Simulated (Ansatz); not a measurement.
# OSi: the cost of one run

Program: Ansatz 0.2.0. Level of theory: DFT B3LYP, Gaussian basis aug-cc-pV(T+d)Z. These are calculated values, not measurements.

## (1) The system as given

Bond lengths: Si1–O2 1.510 Å.

Structure file:

```xyz
2

Si    0.0000    0.0000   -0.7550
O     0.0000    0.0000    0.7550
```

## (2) Relaxing the atoms: OSi

Input file input.yaml:

```yaml
relax:
  f_tol: 0.0002
  max_steps: 200
crystal:
  periodic: [false, false, false]
  atoms:
    - { symbol: Si, position_ang: [0.0, 0.0, -0.755] }
    - { symbol: O, position_ang: [0.0, 0.0, 0.755] }
basis:
  gaussian: { orbitals: "aug-cc-pV(T+d)Z.json" }
hamiltonian:
  xc: { name: B3LYP }
accuracy: high
```

On the command line:

```console
$ ansatz run input.yaml --threads 4 --pin off --max-ram 6144MiB --backend cpu --events-out ev --progress --plain --runs-dir out
```

What time and memory should one allow on 4 threads of Arm Neoverse V1, shared host?

About 9.2 s, with a peak of 0.22 GiB.
